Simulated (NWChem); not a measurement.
# CH6AlO− ([Al(OMe)H3]-) at 4 levels

Aim: a comparison of 4 runs (HF/def2-SVP, PBE0/def2-SVP, r2SCAN/def2-SVP, PBE/def2-SVPD) of CH6AlO− ([Al(OMe)H3]-). 

The calculation is run with NWChem 7.3.0.

## (1) The structure to begin with

The species is CH6AlO− (9 atoms), meant as a singlet with charge -1. SMILES: `[H][Al-]([H])([H])[O]C`. Geometry: a GFN2-xTB relaxation, a rough one for these elements and not checked as a minimum.

Bond lengths: Al1–O2 1.696 Å, O2–C3 1.367 Å, C3–H4 1.102 Å, C3–H5 1.103 Å, C3–H6 1.102 Å, Al1–H7 1.620 Å, Al1–H8 1.620 Å, Al1–H9 1.621 Å. Some angles: Al1–O2–C3 179.7°, O2–Al1–H7 107.8°, O2–Al1–H8 107.8°, O2–Al1–H9 107.7°, O2–C3–H4 111.5°, O2–C3–H5 111.3°, O2–C3–H6 111.5°, H7–Al1–H8 111.2°, H7–Al1–H9 111.0°, H8–Al1–H9 111.2°.

## (2) Energy and forces at HF/def2-SVP (run 1)

File m1.nw:

```
START m1
TITLE "CH6AlO hf"
memory stack 880 mb heap 220 mb global 1100 mb
charge -1

GEOMETRY units angstrom noautosym nocenter noautoz
   Al    -0.377710     0.597980    -1.344420
   O      0.047810    -0.068220     0.156540
   C      0.384600    -0.606890     1.366800
   H     -0.002500    -1.633440     1.473170
   H     -0.025740    -0.011280     2.199620
   H      1.477960    -0.650180     1.498460
   H      0.989760     0.885780    -2.164290
   H     -1.191620     1.969960    -1.065090
   H     -1.302560    -0.483700    -2.120800
END

BASIS spherical bse
   * library def2-SVP
END

SCF
   thresh 1e-08
   maxiter 80
   print medium
END

TASK scf gradient
```

Command:

```console
$ nwchem m1.nw > m1.out
```

Log:

```text
[...]
  functions       =    76
[...]
  wavefunction    = RHF
[...]
         Total SCF energy =   -358.006494514190
      One-electron energy =   -716.217489344886
      Two-electron energy =    250.639435766377
 Nuclear repulsion energy =    107.571559064320
        Time for solution =      4.2s
[...]
                         RHF ENERGY GRADIENTS
    atom               coordinates                        gradient
                 x          y          z           x          y          z
   1 Al     -0.713768   1.130018  -2.540585    0.002123  -0.002869   0.007677
   2 O       0.090348  -0.128917   0.295818   -0.012146   0.018928  -0.042481
   3 C       0.726789  -1.146856   2.582877    0.007548  -0.011718   0.024806
   4 H      -0.004724  -3.086754   2.783888   -0.001400  -0.000140  -0.002751
   5 H      -0.048642  -0.021316   4.156679   -0.001709   0.002498  -0.001528
   6 H       2.792939  -1.228662   2.831679    0.000672   0.001287  -0.002752
   7 H       1.870375   1.673881  -4.089915   -0.004421  -0.003025   0.007215
   8 H      -2.251835   3.722685  -2.012728    0.004487  -0.007403   0.002810
   9 H      -2.461481  -0.914060  -4.007731    0.004845   0.002442   0.007003
[...]
```

It took 6.3 s on 1 thread of Intel Xeon 6975P-C (Granite Rapids), shared host; peak memory 0.1 GiB.

## (3) Energy and gradient at PBE0/def2-SVP (run 2)

File mol.nw:

```
start mol
memory total 2200 mb
charge -1
geometry noautosym nocenter noautoz
 Al      -0.377710       0.597980      -1.344420
 O        0.047810      -0.068220       0.156540
 C        0.384600      -0.606890       1.366800
 H       -0.002500      -1.633440       1.473170
 H       -0.025740      -0.011280       2.199620
 H        1.477960      -0.650180       1.498460
 H        0.989760       0.885780      -2.164290
 H       -1.191620       1.969960      -1.065090
 H       -1.302560      -0.483700      -2.120800
end
basis spherical bse
 * library def2-SVP
end
dft
 xc pbe0
 grid xfine
 convergence energy 1e-08
 maxiter 100
 mulliken
 print medium
end
task dft gradient
```

Command:

```console
$ nwchem mol.nw > mol.out
```

Log:

```text
[...]
          Wavefunction type:  closed shell.
          No. of atoms     :     9
          No. of electrons :    34
[...]
          Charge           :    -1
          Spin multiplicity:     1
[...]
          AO basis - number of functions:    76
[...]
              XC Information
              --------------
                         PBE0 Method XC Functional
                     Hartree-Fock (Exact) Exchange  0.250
          PerdewBurkeErnzerhof Exchange Functional  0.750
            Perdew 1991 LDA Correlation Functional  1.000 local
           PerdewBurkeErnz. Correlation Functional  1.000 non-local
[...]
 d= 0,ls=0.0,diis     1   -358.9142002239 -4.66D+02  1.36D-02  5.92D-01     2.2
[...]
 d= 0,ls=0.0,diis     8   -358.9950250505 -1.04D-09  9.33D-07  3.48D-09    16.1
         Total DFT energy =     -358.995025050512
      One electron energy =     -716.417008914327
           Coulomb energy =      284.761139779566
    Exchange-Corr. energy =      -34.910714980071
 Nuclear repulsion energy =      107.571559064320
[...]
      Total Density - Mulliken Population Analysis
     ---------------------------------------------
    Atom       Charge   Shell Charges
 -----------   ------   -------------------------------------------------------
    1 Al  13    12.53   2.00  1.98  0.73  0.19  5.93  0.85  0.62  0.24
    2 O    8     8.57   1.99  1.04  0.69  2.93  1.92  0.01
    3 C    6     5.79   1.99  0.89  0.11  2.05  0.70  0.07
    4 H    1     1.03   0.76  0.25  0.02
    5 H    1     1.03   0.76  0.25  0.02
    6 H    1     1.03   0.76  0.25  0.02
    7 H    1     1.33   0.72  0.61  0.00
    8 H    1     1.33   0.72  0.61  0.00
    9 H    1     1.33   0.72  0.61  0.00
[...]
  wavefunction    = closed shell
                         DFT ENERGY GRADIENTS
    atom               coordinates                        gradient
                 x          y          z           x          y          z
   1 Al     -0.713768   1.130018  -2.540585    0.003183  -0.004532   0.011339
   2 O       0.090348  -0.128917   0.295818   -0.011713   0.018217  -0.040897
   3 C       0.726789  -1.146856   2.582877    0.009664  -0.015136   0.032595
   4 H      -0.004724  -3.086754   2.783888    0.001137   0.008102  -0.004879
   5 H      -0.048642  -0.021316   4.156679    0.000992  -0.001370  -0.009052
   6 H       2.792939  -1.228662   2.831679   -0.007852   0.002200  -0.005055
   7 H       1.870375   1.673881  -4.089915   -0.004966  -0.002882   0.006969
   8 H      -2.251835   3.722685  -2.012728    0.004593  -0.007593   0.002231
   9 H      -2.461481  -0.914060  -4.007731    0.004962   0.002994   0.006750
[...]
```

It took 21 s on 1 thread of Intel Xeon 6975P-C (Granite Rapids), shared host; peak memory 0.14 GiB.

Run 3 isn't shown in full; the table further down has it.

## (4) Energy and gradient at PBE/def2-SVPD (run 4)

File run.nw:

```
start run
title "CH6AlO"
memory total 2200 mb
charge -1

geometry noautosym nocenter noautoz
 Al      -0.377710       0.597980      -1.344420
 O        0.047810      -0.068220       0.156540
 C        0.384600      -0.606890       1.366800
 H       -0.002500      -1.633440       1.473170
 H       -0.025740      -0.011280       2.199620
 H        1.477960      -0.650180       1.498460
 H        0.989760       0.885780      -2.164290
 H       -1.191620       1.969960      -1.065090
 H       -1.302560      -0.483700      -2.120800
end

basis spherical bse
 Al library def2-SVPD
 O library def2-SVPD
 C library def2-SVPD
 H library def2-SVPD
end

dft
 xc xpbe96 cpbe96
 grid fine
 convergence energy 1e-08
 maxiter 100
 mulliken
 noprint "final vectors analysis"
end

task dft gradient
```

Command:

```console
$ nwchem run.nw > run.out
```

Log:

```text
[...]
          Wavefunction type:  closed shell.
          No. of atoms     :     9
          No. of electrons :    34
[...]
          Charge           :    -1
          Spin multiplicity:     1
[...]
          AO basis - number of functions:   115
[...]
              XC Information
              --------------
          PerdewBurkeErnzerhof Exchange Functional  1.000
            Perdew 1991 LDA Correlation Functional  1.000 local
           PerdewBurkeErnz. Correlation Functional  1.000 non-local
[...]
 d= 0,ls=0.0,diis     1   -358.8842839438 -4.66D+02  2.50D-02  6.99D-01     2.2
[...]
 d= 0,ls=0.0,diis     9   -358.9734722087 -8.75D-09  6.15D-07  1.17D-08    16.5
         Total DFT energy =     -358.973472208676
      One electron energy =     -715.922074608152
           Coulomb energy =      284.181104161328
    Exchange-Corr. energy =      -34.804060826171
 Nuclear repulsion energy =      107.571559064320
[...]
      Total Density - Mulliken Population Analysis
     ---------------------------------------------
    Atom       Charge   Shell Charges
 -----------   ------   -------------------------------------------------------
    1 Al  13    13.96   2.00  1.98  0.88  0.67  0.01  5.91  0.98  1.15  0.26  0.13
    2 O    8     8.19   1.99  1.06  0.66 -0.31  2.93  1.82 -0.04  0.01  0.08
    3 C    6     5.25   1.98  0.95 -0.25 -0.11  2.09  0.42  0.06  0.10
    4 H    1     1.12   0.77  0.26  0.02  0.07
    5 H    1     1.12   0.77  0.25  0.02  0.07
    6 H    1     1.12   0.77  0.26  0.02  0.07
    7 H    1     1.08   0.74  0.33  0.00  0.00
    8 H    1     1.08   0.74  0.33  0.00  0.00
    9 H    1     1.08   0.74  0.33  0.00  0.00
[...]
  wavefunction    = closed shell
                         DFT ENERGY GRADIENTS
    atom               coordinates                        gradient
                 x          y          z           x          y          z
   1 Al     -0.713768   1.130018  -2.540585    0.006330  -0.009478   0.022418
   2 O       0.090348  -0.128917   0.295818   -0.010461   0.016142  -0.036258
   3 C       0.726789  -1.146856   2.582877    0.006217  -0.009654   0.020362
   4 H      -0.004724  -3.086754   2.783888    0.003227   0.012105  -0.004054
   5 H      -0.048642  -0.021316   4.156679    0.003200  -0.004613  -0.011473
   6 H       2.792939  -1.228662   2.831679   -0.012362   0.001808  -0.004347
   7 H       1.870375   1.673881  -4.089915   -0.006239  -0.002552   0.006368
   8 H      -2.251835   3.722685  -2.012728    0.004821  -0.008019   0.000870
   9 H      -2.461481  -0.914060  -4.007731    0.005267   0.004261   0.006113
[...]
```

Wall time 23 s (1 thread of Intel Xeon 6975P-C (Granite Rapids), shared host); peak memory 0.13 GiB.

## (5) All runs side by side

```csv
run,level,iteration cap,module,energy (Eh),HOMO energy (eV),LUMO energy (eV),HOMO–LUMO gap (eV),wall time
1,HF/def2-SVP,80,scf,-358.006495,-4.79,8.56,13.35,6.3 s
2,PBE0/def2-SVP,100,dft,-358.995025,-1.48,5.84,7.31,21 s
3,r2SCAN/def2-SVP,100,dft,-359.152330,-0.45,5.68,6.14,29 s
4,PBE/def2-SVPD,100,dft,-358.973472,–,–,–,23 s
```

## (6) Results

| quantity | value |
| --- | --- |
| run 4: total energy | -358.97347 Eh |
| run 4: largest force on an atom | 2.111 eV/Å |

In words: Over runs 1, 2, 3 the HOMO–LUMO gap runs from 6.14 eV (r2SCAN/def2-SVP) to 13.35 eV (HF/def2-SVP). Exact exchange widens orbital gaps. The empty levels of an anion lie above zero and hang on the basis. Totals of different functionals can't be ranked against each other. All runs together took 80 s, the longest 29 s.
